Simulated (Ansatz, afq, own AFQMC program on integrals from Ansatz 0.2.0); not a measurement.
## C$_{2}$H$_{9}$FGeOSi, singlet: AFQMC among the cluster methods

| atom | x (Å) | y (Å) | z (Å) |
| --- | --- | --- | --- |
| C | -1.9437 | 1.6500 | -0.2308 |
| O | -0.8284 | 0.8002 | -0.2602 |
| Si | -0.8095 | -0.8176 | 0.0660 |
| F | -1.1993 | -1.0489 | 1.6300 |
| C | 0.9143 | -1.4129 | -0.2276 |
| Ge | 2.2998 | -0.1003 | 0.2521 |
| H | -2.8062 | 1.2211 | -0.7732 |
| H | -2.2598 | 1.8647 | 0.8043 |
| H | -1.6766 | 2.6017 | -0.7140 |
| H | -1.8725 | -1.5103 | -0.7150 |
| H | 1.0455 | -1.6708 | -1.2913 |
| H | 1.0810 | -2.3338 | 0.3546 |
| H | 2.0133 | 0.4995 | 1.6396 |
| H | 3.6671 | -0.8135 | 0.2931 |
| H | 2.3532 | 1.0203 | -0.7979 |

Basis def2-SVP. Only valence electrons are correlated. Integrals, coupled cluster, full CI and functionals: Ansatz 0.2.0; the random walks run on the same integrals in our own AFQMC program. The CISD trial takes its coefficients from CCSD amplitudes. Released means that phaseless walkers are propagated on without the constraint, phases kept. ± is one standard error of the sampling. No spin–orbit coupling.

Determinant: RHF, the one that the program's search chose, which needn't be the lowest solution. The geometry is a PBE0/def2-SVP stationary point of this or a neighbouring charge and spin state.

No full CI on the walks' own integrals is used here. The released AFQMC energy serves as the reference, which it does only where one determinant dominates, the energy is flat over the last release times and near the phaseless one (40 meV or 2 meV an electron, half that with transition metals). On small molecules, where full CI could be run and the noise was under 10 meV, such values lay within 10 meV of it in 19 cases of 20, a flattering rate, since the rule was set on those same cases; what remains of the bias isn't in the error bar.

Cautions: no relativity below Rb; no spin-orbit coupling; inner d shell frozen; the released value is read at 0.90 1/Eh with a noise of 25 meV, more than in the cases checked (meV from the phaseless value at times in 1/Eh: -2 ± 19 at 0.21, -1 ± 25 at 0.42, -29 ± 28 at 0.63, 5 ± 25 at 0.90).

The T1 diagnostic is 0.0110, the weight of the determinant in the CISD state is 0.749 and the size of the correlated space is 38 electrons in 128 orbitals.

| level | correlation energy (eV) |
| --- | --- |
| MP2 | -23.1053 |
| CCSD | -24.9002 |
| CCSD(T) | -25.4907 |

**Question.** Estimate where phaseless AFQMC with a CISD trial lies against CCSD(T) on the same integrals.

**Answer.** 1.97 ± 0.40 kcal/mol below CCSD(T).

Reference: AFQMC with the constraint released, correlation energy -25.571 ± 0.025 eV.

| level | E − E(reference) (kcal/mol) | share of correlation (%) |
| --- | --- | --- |
| CCSD(T) | 1.85 ± 0.59 | 99.69 |
| ph-AFQMC/CISD | -0.12 ± 0.71 | 100.02 |

Released energies are given only where the last usable release times agree within the noise; a slower fall can still hide under it.
